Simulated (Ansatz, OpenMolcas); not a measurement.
**Worked example: vertical ionisation energy of BF (SMILES [B]F)**

BF has 2 atoms, charge 0, and is taken as a singlet. As SMILES, `[B]F`. The coordinates come from a PBE0-D4/def2-TZVP relaxation.

```jsonl
{"atom": "B", "x (Å)": "0.0000", "y (Å)": "0.0000", "z (Å)": "-0.0094"}
{"atom": "F", "x (Å)": "0.0000", "y (Å)": "0.0000", "z (Å)": "1.2537"}
```

Both states at this one shape; open shells run unrestricted unless said. 1 Eh = 27.2114 eV.

| level | program | singlet BF (Eh) | doublet BF+ (Eh) |
| --- | --- | --- | --- |
| PBE/STO-3G | OpenMolcas | -122.731716 | -122.437698 |
| PW91/aug-pcseg-2 | OpenMolcas | -124.669242 | -124.267357 |
| RPA@PBE/pcseg-1, 2 core orbitals frozen | Ansatz | -124.433563 | -124.027540 |
| RPA@PBE/pcseg-2, 2 core orbitals frozen | Ansatz | -124.632146 | -124.217219 |

Problem. Work out the vertical ionisation energy at each level.

Solution. 
1. PBE/STO-3G: -122.437698 − (-122.731716) = 0.294018 Eh = 8.00 eV.
2. PW91/aug-pcseg-2: -124.267357 − (-124.669242) = 0.401885 Eh = 10.94 eV.
3. RPA@PBE/pcseg-1: -124.027540 − (-124.433563) = 0.406023 Eh = 11.05 eV.
4. RPA@PBE/pcseg-2: -124.217219 − (-124.632146) = 0.414927 Eh = 11.29 eV.

No measured value is set beside it here; the levels span 8.00 to 11.29 eV. Minimal sets are far from the basis-set limit.
